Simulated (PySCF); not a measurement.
Computed spin Hamiltonian

Species: azulene radical anion, C10H8 (charge -1 and doublet state).
Cartesian coordinates in Å at the PBE0-D3(BJ)/def2-SVP level; atoms count from 1:
```
atom  x, y, z in Å
C1    -2.4284   -0.4866    0.0274
C2    -2.0644    0.8594    0.2744
C3    -0.8123    1.4401    0.3243
C4     0.4672    0.8188    0.1359
C5     1.7090    1.4827    0.2040
C6     2.7409    0.5515   -0.0335
C7     2.1440   -0.7071   -0.2523
C8     0.7440   -0.5744   -0.1541
C9    -0.2004   -1.6424   -0.3158
C10   -1.5780   -1.5884   -0.2337
H11   -3.5029   -0.7029    0.0407
H12   -2.9079    1.5404    0.4523
H13   -0.7814    2.5167    0.5350
H14    1.8330    2.5498    0.4093
H15    3.8125    0.7669   -0.0457
H16    2.6662   -1.6442   -0.4650
H17    0.2385   -2.6247   -0.5321
H18   -2.0972   -2.5429   -0.3946
```

The hyperfine couplings belong to this conformer and change with its torsions.

The species is `c1ccc2cccc-2cc1` (azulene radical anion) [SMILES of the parent framework; charge -1 and doublet state].

Method used: PySCF 2.14.0, UKS B3LYP, IGLO-III on C, pcH-1 on H, non-relativistic, mean-field spin-orbit, GIAO. Whether the extra electron is bound in the gas phase wasn't checked; a finite basis holds it in any case. The geometry's basis has no diffuse functions, a weakness for an anion. Stability of the SCF solution: not tested. No frequencies were computed at this geometry's level, so the symmetric structure isn't shown to be a minimum.

| Quantity | Value |
| --- | --- |
| g1, g2, g3 | 2.00218, 2.00280, 2.00292 |
| g_iso | 2.00263 |
| Form of g | rhombic: the two nearest values differ by 17 % of g3 − g1 |
| ⟨S²⟩ | 0.7651 (exact 0.7500) |
| α and β electrons | 35, 34 |
| HOMO–LUMO gap, α and β orbitals | 2.54, 3.49 eV |
| Total energy | -386.00394 Eh |

Hyperfine couplings atom by atom, in G; T1 to T3 are the principal values of the dipolar part (MHz turned into gauss with g_iso; 10 G = 1 mT):

| atom | isotope | a_iso | T1 | T2 | T3 | Mulliken spin population |
| --- | --- | --- | --- | --- | --- | --- |
| C1 | 13C | 11.5 | -10.9 | -10.2 | 21.1 | 0.41 |
| C2 | 13C | -8.0 | -3.5 | 1.2 | 2.3 | -0.11 |
| C3 | 13C | 5.9 | -7.3 | -7.0 | 14.3 | 0.27 |
| C4 | 13C | 0.4 | -4.4 | -3.9 | 8.3 | 0.12 |
| C5 | 13C | -3.8 | -1.8 | 0.7 | 1.1 | -0.06 |
| C6 | 13C | 4.9 | -5.1 | -4.6 | 9.6 | 0.20 |
| C7 | 13C | -3.8 | -1.8 | 0.7 | 1.1 | -0.06 |
| C8 | 13C | 0.4 | -4.4 | -3.9 | 8.3 | 0.12 |
| C9 | 13C | 5.9 | -7.3 | -7.0 | 14.3 | 0.27 |
| C10 | 13C | -8.0 | -3.5 | 1.2 | 2.3 | -0.11 |
| H11 | 1H | -9.3 | -5.5 | 0.3 | 5.2 | -0.03 |
| H12 | 1H | 1.5 | -1.0 | 0.1 | 0.9 | 0.00 |
| H13 | 1H | -6.5 | -3.7 | -0.1 | 3.9 | -0.02 |
| H14 | 1H | 0.5 | -0.8 | 0.0 | 0.7 | 0.00 |
| H15 | 1H | -4.7 | -2.8 | 0.1 | 2.7 | -0.01 |
| H16 | 1H | 0.5 | -0.8 | 0.0 | 0.7 | 0.00 |
| H17 | 1H | -6.5 | -3.7 | -0.1 | 3.9 | -0.02 |
| H18 | 1H | 1.5 | -1.0 | 0.1 | 0.9 | 0.00 |

The Mulliken spin populations are largest on C1 (+0.41), C9 (+0.27), C3 (+0.27) and C6 (+0.20). Four atoms exceed +0.15.

Axes: g1 is normal to the molecular plane, g2 points within 13° of the C3–H13 bond and g3 points within 1° of the C1–H11 bond.

Under fast tumbling the dipolar parts average out, and these isotropic splittings remain: 1 × 1H (H11, I = 1/2, 2 lines) with 0.93 mT, 2 × 1H (H13/H17, I = 1/2, 3 lines) with 0.65 mT, 1 × 1H (H15, I = 1/2, 2 lines) with 0.47 mT, 2 × 1H (H12/H18, I = 1/2, 3 lines) with 0.15 mT and 2 × 1H (H14/H16, I = 1/2, 3 lines) with 0.05 mT.

The 13C coupling of C1 (32.3 MHz) shows only in satellite lines or after enrichment, since that isotope makes up about 1.07 % of natural carbon.
